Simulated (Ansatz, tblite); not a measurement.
**The cluster SiW3: a ladder of methods and basis sets**

An exercise on one series of results from a longer session: the logs are not shown, and one member is left open.

Program: Ansatz 0.2.0, Gaussian basis. Level of theory: as each input shows. These are calculated values, not measurements.

Plan: GFN1-xTB, GFN2-xTB, PBE-D4/def2-TZVP, r2SCAN-D4/def2-TZVP, LC-ωPBE/def2-TZVP, HSE06-D4/def2-TZVP, HF/def2-TZVP, CAM-B3LYP-D4/def2-TZVP, LDA/def2-TZVP, PBE-D4/def2-SVP, PBE0-D4/def2-SVP, PBE0-D4/def2-TZVPD, PBE-D4/def2-TZVPD, r2SCAN-D4/def2-TZVPD, CCSD(T)/def2-TZVP, RPA/def2-TZVP.

2 further runs of the same task are left out: 2 set aside as unsound or not needed. Runs told in other sessions of the task aren't counted.

### The geometry

The geometry is that of the singlet, from an earlier relaxation (PBE-D4/def2-SVP). At that level it is the lowest of the isomers that a small search found.

4 atoms, charge 0, spin multiplicity 1.

Bond lengths: W1–Si4 2.538 Å, W2–Si4 2.538 Å, W3–Si4 2.538 Å. Angles: W1–Si4–W2 54.4°, W1–Si4–W3 54.4°, W2–Si4–W3 54.4°.

W takes a core potential in the def2 sets. No spin-orbit coupling is included.

PBE0-D4/def2-TZVP was run before; its log isn't repeated, and its numbers join the tables.

The first run:

Tight binding, by tblite at 300 K electronic temperature and without a spin-polarisation term:

```python
tblite.interface.Calculator('GFN1-xTB', numbers, positions, charge=0, uhf=0).singlepoint()
```

Tight binding, by tblite at 300 K electronic temperature and without a spin-polarisation term:

```python
tblite.interface.Calculator('GFN2-xTB', numbers, positions, charge=0, uhf=0).singlepoint()
```

start.molden holds the orbitals of an earlier run on this state, given as this run's starting guess.

in.yaml reads:

```yaml
crystal:
  periodic: [false, false, false]
  atoms:
    - {symbol: W, position_ang: [-0.033235, -1.441642, -0.092127]}
    - {symbol: W, position_ang: [-0.472342, 0.348514, 1.320350]}
    - {symbol: W, position_ang: [1.388428, 0.394350, -0.068147]}
    - {symbol: Si, position_ang: [-0.882851, 0.698789, -1.160067]}
basis:
  gaussian: {orbitals: def2-TZVP, initial_orbitals: start.molden}
hamiltonian: {xc: pbe, dispersion: d4}
scf: {omitted_lower_state_checks: [starts]}
output: {orbitals: {seedname: orbitals}}
```

On the command line:

```bash
$ ansatz run in.yaml --threads 4 --pin off --events-out ev --progress --plain --max-ram 3916MiB
```

Among the steps run: PBE-D4/def2-TZVP; r2SCAN-D4/def2-TZVP; LC-ωPBE/def2-TZVP; HSE06-D4/def2-TZVP; HF/def2-TZVP; CAM-B3LYP-D4/def2-TZVP; LDA/def2-TZVP; PBE-D4/def2-SVP; PBE0-D4/def2-SVP; PBE0-D4/def2-TZVPD; PBE-D4/def2-TZVPD; r2SCAN-D4/def2-TZVPD; CCSD(T)/def2-TZVP; RPA/def2-TZVP.

One table of the session follows, with a row left open; its other results are not shown here.

It belongs to the step «Binding energy». 

| method | binding an atom (eV) |
| --- | --- |
| HF/def2-TZVP | -0.195 |
| LDA/def2-TZVP | ? |
| CAM-B3LYP-D4/def2-TZVP | 3.145 |
| MP2/def2-TZVP | 6.248 |
| CCSD/def2-TZVP | 3.177 |
| CCSD(T)/def2-TZVP | 3.896 |

Estimate the missing values for LDA/def2-TZVP.

**Answer.** binding an atom (eV): 5.223. In the column «binding an atom (eV)» it lies between CCSD(T)/def2-TZVP (3.896) and MP2/def2-TZVP (6.248).

Caveats from the session: Free atoms were run apart at each level; binding is atoms less cluster, divided by the number of atoms, without zero-point or spin-orbit terms.
